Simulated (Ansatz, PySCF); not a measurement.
Gas-phase enthalpy of formation at 298 K, by the atomisation route, of C=CC=C (SMILES; C4H6, buta-1,3-diene). Structures are relaxed separately at B3LYP-D3(BJ)/def2-TZVP in Ansatz (an electronic-structure program), one conformer each, not searched for the lowest. Valence correlation only, unless marked. UHF or UKS for open shells. Spin-orbit coupling is left out. No relativistic terms. CBS(X,Y): correlation extrapolated as X^-3; Hartree-Fock from the larger set. The bracket is a focal-point correction in the basis named. Unstable Hartree-Fock reference: C=CC=C. Thermal terms are rigid-rotor harmonic-oscillator values from B3LYP-D3(BJ) frequencies (PySCF) at 298.15 K and 1 atm. 1 Eh = 627.5095 kcal/mol.

```csv
species,count,"E, RI-MP2/CBS(cc-pVTZ,cc-pVQZ)+[CCSD(T)-MP2]/cc-pVTZ (Ansatz) (Eh)","E, PBE/def2-TZVPD (Ansatz) (Eh)",measured ΔHf at 0 K (kcal/mol),H(298) - H(0) of the element (kcal/mol)
C=CC=C,1,-155.77522,-155.82946,-,-
C atom,4,-37.79136,-37.79605,169.98,0.25
H atom,6,-0.49995,-0.49962,51.63,1.01
```

Molecule: zero-point energy 53.35, H(298) - H(0) 3.51 kcal/mol. The route leaves out scalar relativity and anharmonic zero-point terms, the atoms' spin-orbit terms, and in the frozen-core level the core correlation. Atomic data: G2/97 table in ASE.

Problem. Work out De, D0 and ΔHf at 0 and 298 K at both levels, and their errors against the measured value.

Solution. 
The atoms' values sum to 989.70 (0 K) and 7.06 (thermal), in kcal/mol.
- RI-MP2/CBS(cc-pVTZ,cc-pVQZ)+[CCSD(T)-MP2]/cc-pVTZ: De = 1010.34; D0 = 1010.34 - 53.35 = 956.99; ΔHf(0 K) = 989.70 - 956.99 = 32.71; ΔHf(298 K) = 32.71 + 3.51 - 7.06 = 29.16; error +2.9.
- PBE/def2-TZVPD: De = 1033.85; D0 = 1033.85 - 53.35 = 980.50; ΔHf(0 K) = 989.70 - 980.50 = 9.20; ΔHf(298 K) = 9.20 + 3.51 - 7.06 = 5.65; error -20.6.
Measured: 26.3 kcal/mol (G2/97 table in ASE (Curtiss et al.)). This is an older compilation, not checked against later work.
